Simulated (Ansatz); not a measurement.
Consider the hydrogen abstraction from a Mg–H bond: `[NH2][MgH]` + `[SiH3]`• → `[NH2][Mg]`• + SiH₄.

Gas-phase electronic energies from Ansatz, PBE0-D4/def2-TZVP geometries. CBS: MP2 limit from def2 TZ/QZ plus the TZ coupled-cluster correction, frozen cores. This one scheme is used for every species. Functionals use def2-TZVPP. HSE06 is defined as in plane-wave codes. No spin–orbit coupling; open shells (•) take unrestricted orbitals. For Mg outer-core shells are correlated without core-valence functions, which leaves a few kJ/mol of doubt a bond.

`[NH2][MgH]`:

Cartesian coordinates in Å:
```
N -0.064 -0.166 -0.836
Mg 0.078 0.201 1.011
H -0.106 -1.078 -1.266
H -0.113 0.513 -1.581
H 0.206 0.530 2.672
```

`[SiH3]`•:

```xyz
4

Si    0.034    0.276   -0.191
H    -0.329   -0.852   -1.088
H    -1.041    0.545    0.799
H     1.336    0.031    0.481
```

`[NH2][Mg]`•:

```xyz
4

N    -0.136   -0.075   -0.081
Mg    1.335    0.738    0.799
H    -1.113    0.130    0.073
H    -0.086   -0.793   -0.791
```

SiH₄:

```xyz
5

Si    0.000    0.000    0.000
H    -1.129   -0.930    0.252
H     1.278   -0.665    0.358
H    -0.171    1.221    0.827
H     0.022    0.374   -1.437
```

Task: Is it downhill or uphill in electronic energy at CCSD(T)/CBS, and by how much? (Best estimate.)

Result: The calculation gave: Downhill: ΔE = -21.6 kcal/mol.

Task: What do these levels give: revPBE-D4, ωB97X-V, r2SCANh, HSE06, HF/def2-SVP, MP2/CBS(def2)? (An estimate is asked.)

Result: Computed: revPBE-D4 -22.9, ωB97X-V -23.0, r2SCANh -22.7, HSE06 -23.4, HF/def2-SVP -24.4, MP2/CBS(def2) -23.6 kcal/mol.

Largest T1 diagnostic among the species: 0.015.

From BLYP to BHLYP (50 % exact exchange), in def2-TZVPP and without D4, ΔE moves by −1.5 kcal/mol. Leaving LDA and LC-ωPBE aside and taking each functional with its dispersion term where it has one, the values, not all of them listed here, spread over 6.7 kcal/mol, from PBE-QIDH to B97M-V. LDA lies −2.5 kcal/mol from PBE without D4. At CCSD(T), def2-SVP lies −1.4 kcal/mol from the extrapolated value and def2-TZVPP −1.9 kcal/mol.
